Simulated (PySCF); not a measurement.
Potential energy curve for LiF, singlet.

UHF/aug-cc-pVDZ (PySCF); RHF/aug-cc-pVDZ (PySCF); UKS-PBE = unrestricted PBE/aug-cc-pVDZ (PySCF); RKS-PBE = restricted PBE/aug-cc-pVDZ run with PySCF; UKS-BHandHLYP = unrestricted BHandHLYP/aug-cc-pVDZ in PySCF 2.14.0; RKS-BHandHLYP = restricted BHandHLYP/aug-cc-pVDZ (PySCF 2.14.0); UKS-TPSSh = unrestricted TPSSh/aug-cc-pVDZ in PySCF 2.14.0; RKS-TPSSh = restricted TPSSh/aug-cc-pVDZ (PySCF); UKS-B3LYP/6-31G* = PySCF with unrestricted B3LYP/6-31G*, spherical d; RKS-B3LYP/6-31G* = restricted B3LYP/6-31G*, spherical d in PySCF; UKS-B3LYP/6-311+G** = unrestricted B3LYP/6-311+G**, spherical d run with PySCF 2.14.0; RKS-B3LYP/6-311+G** = restricted B3LYP/6-311+G**, spherical d in PySCF.

Scanned distances (Å): 1.24, 1.32, 1.39, 1.48, 1.53, 1.56, 1.60, 1.65, 1.72, 1.80, 1.96, 2.11, 2.34, 2.57, 2.80, 3.15, 3.43, 3.84, 4.26, 4.64, 5.43, 6.20.

**Question.** Where does the unrestricted solution first break spin symmetry (<S²> of 0.01 or more)?

**Answer.** UHF: between 3.43 and 3.84 Å; UKS-PBE: between 3.15 and 3.43 Å; UKS-BHandHLYP: between 4.26 and 4.64 Å; UKS-TPSSh: between 3.15 and 3.43 Å; UKS-B3LYP/6-31G*: between 2.80 and 3.15 Å; UKS-B3LYP/6-311+G**: between 3.43 and 3.84 Å.

```tsv
R / Å	<S²> UHF	E(RHF) − E(UHF) / kJ/mol	<S²> UKS-PBE	E(RKS-PBE) − E(UKS-PBE) / kJ/mol	<S²> UKS-BHandHLYP	E(RKS-BHandHLYP) − E(UKS-BHandHLYP) / kJ/mol	<S²> UKS-TPSSh	E(RKS-TPSSh) − E(UKS-TPSSh) / kJ/mol	<S²> UKS-B3LYP/6-31G*	E(RKS-B3LYP/6-31G*) − E(UKS-B3LYP/6-31G*) / kJ/mol	<S²> UKS-B3LYP/6-311+G**	E(RKS-B3LYP/6-311+G**) − E(UKS-B3LYP/6-311+G**) / kJ/mol
1.24	0.00	0.0	0.00	0.0	0.00	0.0	0.00	0.0	0.00	0.0	0.00	0.0
1.32	0.00	0.0	0.00	0.0	0.00	0.0	0.00	0.0	0.00	0.0	0.00	0.0
1.39	0.00	0.0	0.00	0.0	0.00	0.0	0.00	0.0	0.00	0.0	0.00	0.0
1.48	0.00	0.0	0.00	0.0	0.00	0.0	0.00	0.0	0.00	0.0	0.00	0.0
1.53	0.00	0.0	0.00	0.0	0.00	0.0	0.00	0.0	0.00	0.0	0.00	0.0
1.56	0.00	0.0	0.00	0.0	0.00	0.0	0.00	0.0	0.00	0.0	0.00	0.0
1.60	0.00	0.0	0.00	0.0	0.00	0.0	0.00	0.0	0.00	0.0	0.00	0.0
1.65	0.00	0.0	0.00	0.0	0.00	0.0	0.00	0.0	0.00	0.0	0.00	0.0
1.72	0.00	0.0	0.00	0.0	0.00	0.0	0.00	0.0	0.00	0.0	0.00	0.0
1.80	0.00	0.0	0.00	0.0	0.00	0.0	0.00	0.0	0.00	0.0	0.00	0.0
1.96	0.00	0.0	0.00	0.0	0.00	0.0	0.00	0.0	0.00	0.0	0.00	0.0
2.11	0.00	0.0	0.00	0.0	0.00	0.0	0.00	0.0	0.00	0.0	0.00	0.0
2.34	0.00	0.0	0.00	0.0	0.00	0.0	0.00	0.0	0.00	0.0	0.00	0.0
2.57	0.00	0.0	0.00	0.0	0.00	0.0	0.00	0.0	0.00	0.0	0.00	0.0
2.80	0.00	0.0	0.00	0.0	0.00	0.0	0.00	0.0	0.00	0.0	0.00	0.0
3.15	0.00	0.0	0.00	0.0	0.00	0.0	0.00	0.0	0.17	1.6	0.00	0.0
3.43	0.00	0.0	0.08	0.5	0.00	0.0	0.03	0.0	0.34	9.8	0.00	0.0
3.84	0.98	26.0	0.22	4.4	0.00	0.0	0.22	4.5	0.48	24.3	0.19	2.8
4.26	0.99	62.5	0.31	—	0.00	0.0	0.32	11.0	0.56	37.3	0.30	9.1
4.64	1.00	90.0	0.37	—	0.34	5.3	0.38	16.5	0.60	46.9	0.36	14.8
5.43	1.00	134.6	0.44	—	0.53	22.5	0.46	25.7	0.66	61.7	0.45	24.7
6.20	1.00	166.8	0.48	—	0.63	38.0	0.50	32.2	0.69	71.2	0.49	31.9
```

Dashes: no converged value, or the column stops at the first point that the program doubted or that broke a chosen test of continuity, which isn't proof of a fault.
